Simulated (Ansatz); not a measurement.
# C₃H₆O₂: a ladder of functionals and wavefunction methods

Aim: compute C₃H₆O₂ with functionals from several rungs and with coupled cluster, and see how far each lands from CCSD(T) at the basis-set limit for the atomisation energy.

The runs use Ansatz 0.2.0, Gaussian basis; functionals in def2-TZVPP, the program's frozen cores in correlated methods.

Plan: PBE-D4, r2SCAN-D4, PBE0-D4, B3LYP-D4, ωB97X-V, ωB97M-V, B2PLYP; CCSD(T)/def2-TZVPP; MP2/def2-QZVPP; extrapolation to the limit.

## (1) The geometry

An earlier PBE0-D4 in a triple-zeta def2 set relaxation fixed the geometry.

11 atoms, charge 0, spin multiplicity 1.

Atoms are counted from 1 here; the program's logs count them from 0.

Bond lengths: C1–C2 1.509 Å, C1–H6 1.092 Å, C1–H7 1.091 Å, C1–H8 1.092 Å, C2–O3 1.438 Å, C2–H9 1.091 Å, C2–H10 1.090 Å, O3–C4 1.329 Å, C4–O5 1.197 Å, C4–H11 1.100 Å. Angles: C2–C1–H6 109.6°, C2–C1–H7 110.8°, C2–C1–H8 110.8°, H6–C1–H7 108.2°, H6–C1–H8 108.3°, H7–C1–H8 109.0°, C1–C2–O3 111.3°, C1–C2–H9 111.3°, C1–C2–H10 111.5°, O3–C2–H9 108.8°, O3–C2–H10 104.4°, H9–C2–H10 109.3°, C2–O3–C4 116.4°, O3–C4–O5 126.3°, O3–C4–H11 109.1°, O5–C4–H11 124.6°.

Geometry (Å):

```mol
C3H6O2
  3D, bonds by distance, orders not assigned

 11 10  0  0  0  0  0  0  0  0999 V2000
   -0.2995   -0.5249    1.2324 C   0  0
    0.1608    0.6641    0.4262 C   0  0
   -0.4907    0.7115   -0.8550 O   0  0
    0.0573   -0.0148   -1.8241 C   0  0
    1.0383   -0.6942   -1.7330 O   0  0
    0.1566   -0.4946    2.2246 H   0  0
   -0.0047   -1.4579    0.7506 H   0  0
   -1.3843   -0.5153    1.3543 H   0  0
    1.2405    0.6423    0.2700 H   0  0
   -0.1147    1.6036    0.9058 H   0  0
   -0.5342    0.1071   -2.7436 H   0  0
  1  2  8  0
  2  3  8  0
  3  4  8  0
  4  5  8  0
  1  6  8  0
  1  7  8  0
  1  8  8  0
  2  9  8  0
  2 10  8  0
  4 11  8  0
M  END
```

## (2) PBE-D4 (GGA)

in.yaml reads:

```yaml
crystal:
  periodic: [false, false, false]
  atoms:
    - {symbol: C, position_ang: [-0.299453, -0.524942, 1.232373]}
    - {symbol: C, position_ang: [0.160822, 0.664149, 0.426169]}
    - {symbol: O, position_ang: [-0.490699, 0.711508, -0.854998]}
    - {symbol: C, position_ang: [0.057273, -0.014827, -1.824127]}
    - {symbol: O, position_ang: [1.038297, -0.694199, -1.733033]}
    - {symbol: H, position_ang: [0.156631, -0.494641, 2.224595]}
    - {symbol: H, position_ang: [-0.004685, -1.457901, 0.750598]}
    - {symbol: H, position_ang: [-1.384281, -0.515308, 1.354296]}
    - {symbol: H, position_ang: [1.240536, 0.642341, 0.270002]}
    - {symbol: H, position_ang: [-0.114695, 1.603575, 0.905819]}
    - {symbol: H, position_ang: [-0.534245, 0.107143, -2.743592]}
basis:
  gaussian: {orbitals: def2-TZVPP}
hamiltonian: {xc: pbe, dispersion: d4}
output: {forces: true, orbitals: {seedname: orbitals}}
```

After this run come: r2SCAN-D4 (meta-GGA); PBE0-D4 (hybrid); B3LYP-D4 (hybrid); ωB97X-V (range-separated); ωB97M-V (range-separated); B2PLYP (double hybrid); CCSD(T) in def2-TZVPP; MP2 in def2-QZVPP.

**Question.** What will the summary of the whole plan be? Wanted: atomisation energy, CCSD(T)/CBS; farthest; mean size of error, hybrid; mean size of error, range-separated; gap, smallest and largest; T1 diagnostic; triples share of the correlation energy.

The runs gave:

```
                               quantity                                 value
        atomisation energy, CCSD(T)/CBS                             46.936 eV
    functionals within 0.235 eV (0.5 %)            B3LYP-D4, ωB97X-V, ωB97M-V
                               farthest                    PBE-D4 (+1.479 eV)
             mean size of error, hybrid                              0.144 eV
    mean size of error, range-separated                              0.139 eV
              gap, smallest and largest  5.53 eV (PBE-D4), 13.29 eV (ωB97X-V)
                          T1 diagnostic                                0.0144
triples share of the correlation energy                                 3.9 %
```

PBE-D4 is off by +1.479 eV. Double hybrids carry the basis error of their MP2 part in triple zeta, and no dispersion term here, so their miss is partly the set-up's. The reference freezes the cores and leaves out relativity and excitations past (T), so misses under about 0.235 eV can't be ranked. Hartree-Fock recovers 71 % of the binding; the rest is correlation. The gap grows from 5.5 to 13.3 eV across the functionals, mostly with the share of exact exchange.
